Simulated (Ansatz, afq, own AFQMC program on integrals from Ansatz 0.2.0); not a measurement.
Two steps: Ansatz 0.2.0 writes the Fock matrix and Cholesky factors of the valence space, and afq projects on them the lowest state that overlaps trial and start.

```yaml
crystal:
  periodic: [false, false, false]
  atoms:
    - {symbol: Cl, position_ang: [0.000000, 0.000000, -1.506333]}
    - {symbol: H, position_ang: [0.000000, 0.000000, 0.125667]}
    - {symbol: O, position_ang: [0.000000, 0.000000, 1.380667]}
basis:
  gaussian: {orbitals: cc-pVTZ}
magnetization: {spin_polarized: true, initial_magnetization: 2}
correlation: {method: ccsd_t, electrons: outside_noble_gas, hamiltonian_folder: ham}
```

```sh
$ ansatz run in.yaml --threads 1 --pin off --events-out ev --progress --plain --max-ram 16896MiB --backend cuda --devices 0, --max-vram 18GiB
```

Options of the walk:

```
--method phaseless --trial cisd --walkers 2600 --populations 20 --least-time 60 --time-step 0.005 --steps-per-block 50 --equilibration-blocks 28 --max-blocks 4000 --target-error 0.00022 --factor-cut 1e-05 --start spin_pure --seed 8244 --release-times 0.24,0.51,0.99,1.62,2.4 --release-step 0.03 --release-every 3 --taylor-order 6
```

Times are imaginary, in 1/Eh. The walk had a cap of 245 s. With eight or more populations the least sampling time is a fifth of least-time, and the error comes from their spread.

Log:

```
orbitals 72  electrons 8 6  factors 454 of 464
reference energy -534.86020856 Eh
CCSD correlation -0.40559952 Eh in 15 cycles, weight of the determinant in the CISD state 0.8594
energy of the start -535.257458 Eh
 block  time / (1/Eh)  mean weight  energy / Eh
     1     0.250  0.9999  -535.258737
     2     0.500  1.0001  -535.266645
     3     0.750  0.9995  -535.271689
     4     1.000  1.0001  -535.274956
     5     1.250  1.0004  -535.278050
    10     2.500  1.0001  -535.280473
    25     6.250  1.0007  -535.280966
    28     7.000  1.0002  -535.282952
    40    10.000  1.0006  -535.280183
    55    13.750  1.0000  -535.280352
    70    17.500  0.9996  -535.279489
    85    21.250  0.9998  -535.280141
   100    25.000  1.0005  -535.278531
   115    28.750  1.0006  -535.279689
   130    32.500  0.9994  -535.279750
   136    34.000  1.0001  -535.277825
error from the spread of 20 populations
released: time / (1/Eh)  energy / Eh  error  mean overlap
  0.24  -535.280735  0.000147  0.9969
  0.51  -535.279862  0.001238  0.9940
  0.99  -535.282190  0.000399  0.9878
  1.62  -535.282062  0.000289  0.9747
  2.40  -535.283109  0.000426  0.9465
energy -535.279961 +/- 0.000188 Eh
(rows thinned)
```

The run passed its tests (sampling time, drift between the halves within three errors, error under three times the target), which doesn't prove that it has relaxed. The second half of the sampling lies above the first by 2.0 errors of their difference, so the energy may still be moving and its error bar be too small.

Against this walk (error 5.1 meV) on the same determinant: CCSD(T) 1.0 meV higher (within the noise), CCSDT(Q) 55.7 meV lower. The error is statistical and leaves out the bias of the constraint. The determinant has ⟨S²⟩ = 2.12, so the low cluster orders mix in higher spin (the high orders can go on to a lower state of that spin), while the walk starts as a pure triplet. The released energies have errors that jump between times, so the bars are unsure (meV from the phaseless value at times in 1/Eh: -21 ± 4 at 0.24, 3 ± 34 at 0.51, -61 ± 11 at 0.99, -57 ± 8 at 1.62, -86 ± 12 at 2.40), so they give no level; they do show a bias of the constraint, and the last of them that isn't too noisy lies 1 meV below CCSDT(Q). CCSDT(Q) is the surest value here, so the walk's 56 meV above it is most likely the bias of the constraint with this trial, which can have either sign.

Cautions: constraint bias not in the error; lower spins were not checked; the search met a lower determinant of the same kind, perhaps of another symmetry (116 meV lower); unrestricted determinant spin contaminated (⟨S²⟩ 2.12 against 2.00).

The walk took 3.5 min on 1 × NVIDIA H100 80GB HBM3 with 2 threads of AMD EPYC 7R13 Processor (Zen 3) (shared host) (the card was shared). The log's last line is the phaseless energy.

CCSDT and higher add their correlation energy to the determinant of the CCSD(T) run, since their own runs factorise the integrals more tightly (a shift of under 2 meV). A walk keeps the symmetry of its determinant, which the program's search chose and which needn't be the lowest solution, so a lower state of the same spin and another symmetry isn't excluded.
